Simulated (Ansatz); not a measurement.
# C₂H₂ClFO: basis-set convergence

An exercise on one series of results from a longer session: the logs are not shown, and one member is left open.

Program: Ansatz 0.2.0, Gaussian basis. Level of theory: one geometry, several basis sets. These are calculated values, not measurements.

Levels to be run: PBE0-D4/def2-SVP; ωB97M-V/def2-SVP; PBE0-D4/def2-QZVPP; ωB97M-V/def2-QZVPP; the functionals' def2-TZVPP values are taken from earlier runs.

**The geometry**

An earlier PBE0-D4 in a triple-zeta def2 set relaxation fixed the geometry.

SMILES `O/C=C(/F)Cl`, 7 atoms, charge 0, spin multiplicity 1.

Atoms are counted from 1 here; the program's logs count them from 0.

Bond lengths: O1–C2 1.346 Å, O1–H6 0.965 Å, C2–C3 1.326 Å, C2–H7 1.082 Å, C3–F4 1.328 Å, C3–Cl5 1.711 Å. Angles: C2–O1–H6 109.0°, O1–C2–C3 125.8°, O1–C2–H7 114.3°, C3–C2–H7 119.9°, C2–C3–F4 122.4°, C2–C3–Cl5 123.4°, F4–C3–Cl5 114.2°.

The first run:

Contents of in.yaml:

```yaml
crystal:
  periodic: [false, false, false]
  atoms:
    - {symbol: O, position_ang: [0.355285, 1.364768, 0.654665]}
    - {symbol: C, position_ang: [0.556175, 0.064018, 0.375234]}
    - {symbol: C, position_ang: [-0.226598, -0.696901, -0.376985]}
    - {symbol: F, position_ang: [0.036503, -1.977508, -0.610694]}
    - {symbol: Cl, position_ang: [-1.652680, -0.126047, -1.130781]}
    - {symbol: H, position_ang: [-0.454289, 1.659014, 0.218667]}
    - {symbol: H, position_ang: [1.446804, -0.355344, 0.824295]}
basis:
  gaussian: {orbitals: def2-SVP}
hamiltonian: {xc: pbe0, dispersion: d4}
output: {orbitals: {seedname: orbitals}}
```

Started as:

```sh
> ansatz run in.yaml --threads 2 --pin off --events-out ev --progress --plain --max-ram 4352MiB
```

Steps of the session up to this table: PBE0-D4 in def2-SVP; ωB97M-V in def2-SVP; PBE0-D4 in def2-QZVPP; ωB97M-V in def2-QZVPP.

One of the session's tables, all rows but one given; the rest of the session is left out.

| functional | basis | HOMO (eV) | LUMO (eV) |
| --- | --- | --- | --- |
| PBE0-D4 | def2-SVP | -6.63 | 0.81 |
| PBE0-D4 | def2-TZVPP | -6.77 | 0.51 |
| PBE0-D4 | def2-QZVPP | -6.83 | 0.39 |
| ωB97M-V | def2-SVP | ? | ? |
| ωB97M-V | def2-TZVPP | -8.99 | 2.69 |
| ωB97M-V | def2-QZVPP | -9.05 | 1.94 |

Q: Estimate the row for ωB97M-V, def2-SVP from the others.

**Answer.** HOMO (eV): -8.81; LUMO (eV): 3.09. In the column «HOMO (eV)» it lies between ωB97M-V, def2-TZVPP (-8.99) and PBE0-D4, def2-QZVPP (-6.83).
